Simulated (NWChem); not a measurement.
# Ionisation of formic acid (CH2O2)

```
C
O 1 1.1959
O 1 1.3318 2 125.14
H 3 0.9717 1 107.03 2 0.00
H 1 1.1106 2 125.16 3 180.00
```
Charge 0, spin multiplicity 1.

The numbers come from NWChem runs, not from measurements. Structure: optimised with PBE0/def2-SVP, a minimum by its harmonic frequencies. It is one conformer; others weren't searched.

Basis set: def2-TZVPD. The species with one electron less has spin multiplicity 2 and keeps the geometry of the parent. Δ marks differences of total energies (open shells unrestricted). −ε marks an orbital energy of the parent. That orbital need not have the symmetry of the hole or added electron in the Δ rows.

B3LYP has NWChem's definition, with VWN1-RPA local correlation. No SCF solution was tested for a lower state.

Problem. For the first vertical ionisation energy, −ε(HOMO) of HF gives 12.91 eV and −ε(HOMO) of B3LYP gives 8.37 eV. What do −ε(HOMO) of LDA (SVWN5), −ε(HOMO) of PBE, ΔB3LYP give?

Solution. −ε(HOMO) of LDA (SVWN5): 7.12 eV; −ε(HOMO) of PBE: 6.94 eV; ΔB3LYP: 11.45 eV.
